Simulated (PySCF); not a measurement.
Gas-phase reaction: Si₂H₆ + Si → 3 SiH₂

Method: PySCF energies plus ideal-gas RRHO corrections (1 bar). † marks an energy on the PBE0/def2-TZVP geometry and frequencies; other levels use their own. MP2 and CCSD(T) freeze the core. 6-31G* has spherical d functions here. Open shells (unrestricted): Si (multiplicity 3); the rest are closed-shell singlets. Spin-orbit splitting is ignored; it lowers the true energy and changes the entropy of Si. MP2 isn't extrapolated to the basis-set limit. CCSD(T) isn't extrapolated to the basis-set limit.

| level | ΔH°(298 K), kJ |
|---|---|
| CCSD(T)/def2-SVP† | 279 |
| HF/6-31G* | 330 |
| MP2/def2-SVP† | ? |
| MP2/def2-TZVPP† | 314 |
| PBE0/def2-SVP† | ? |

Problem. What belongs in the gaps?

Solution. 
- MP2/def2-SVP†, ΔH°(298 K), kJ: 317
- PBE0/def2-SVP†, ΔH°(298 K), kJ: 314
